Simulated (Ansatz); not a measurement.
Input file:

```yaml
crystal:
  periodic: [false, false, false]
  atoms:
    - {symbol: C, position_ang: [0.000000, 0.000000, 0.329407]}
    - {symbol: Na, position_ang: [0.000000, 0.000000, -1.860813]}
    - {symbol: H, position_ang: [0.000000, 0.000000, 1.531407]}
basis:
  gaussian: {orbitals: cc-pVDZ}
magnetization: {spin_polarized: false, initial_magnetization: 2}
correlation: {method: fic_mrcisd_q, electrons: outside_noble_gas, active_space: {window: {electrons: 4, orbitals: 4}}}
```

```sh
$ ansatz run in.yaml --threads 1 --pin off --events-out ev --progress --plain --max-ram 2393MiB
```

Log:

```
344 factors; integrals over basis functions are off by at most 1.6e-3 eV
mean field evaluation 1: about -5446.5075 eV, gradient 1.2e1 eV
mean field evaluation 2: about -5446.5208 eV, gradient 1.2e1 eV
mean field evaluation 4: about -5446.9040 eV, gradient 6.6e0 eV
mean field evaluation 8: about -5447.0915 eV, gradient 2.5e-1 eV
mean field -5447.09270808 eV, -200.1769648500 hartree, gradient 5.0e-6 eV, S^2 2.000000; 0 other end points of the search recorded, 0 dependent functions left out
reference -5447.09270808 eV, -200.1769648500 hartree; 10, 8 occupied and 27, 29 virtual orbitals, 344 factors
state -5447.65876810 eV, -200.1977671720 hartree
contracted CI cycle   1: correlation 0.00000000 eV, 0.0000000000 hartree, residual 1.33e1 eV
contracted CI cycle   2: correlation -2.69889840 eV, -0.0991826867 hartree, residual 2.45e0 eV
contracted CI cycle   3: correlation -2.80636892 eV, -0.1031321556 hartree, residual 6.67e-1 eV
contracted CI cycle   4: correlation -2.81740847 eV, -0.1035378516 hartree, residual 2.57e-1 eV
contracted CI cycle   5: correlation -2.81929909 eV, -0.1036073305 hartree, residual 1.11e-1 eV
contracted CI cycle   6: correlation -2.81964865 eV, -0.1036201768 hartree, residual 5.03e-2 eV
contracted CI cycle   7: correlation -2.81972335 eV, -0.1036229217 hartree, residual 2.36e-2 eV
contracted CI cycle   8: correlation -2.81973793 eV, -0.1036234576 hartree, residual 9.98e-3 eV
contracted CI cycle   9: correlation -2.81974035 eV, -0.1036235464 hartree, residual 3.98e-3 eV
contracted CI cycle  10: correlation -2.81974073 eV, -0.1036235606 hartree, residual 1.59e-3 eV
contracted CI cycle  11: correlation -2.81974079 eV, -0.1036235628 hartree, residual 6.24e-4 eV
state -5447.65876810 eV, -200.1977671720 hartree; corrected -5450.63959275 eV, -200.3073104572 hartree
Total energy: -5450.63959275 eV, -200.3073104572 hartree
```

For the same geometry and basis full CI lies 1.9 meV higher.

Ran on 1 thread of Arm Neoverse V2, shared host: 0.63 s wall, 0.08 GiB peak host memory.
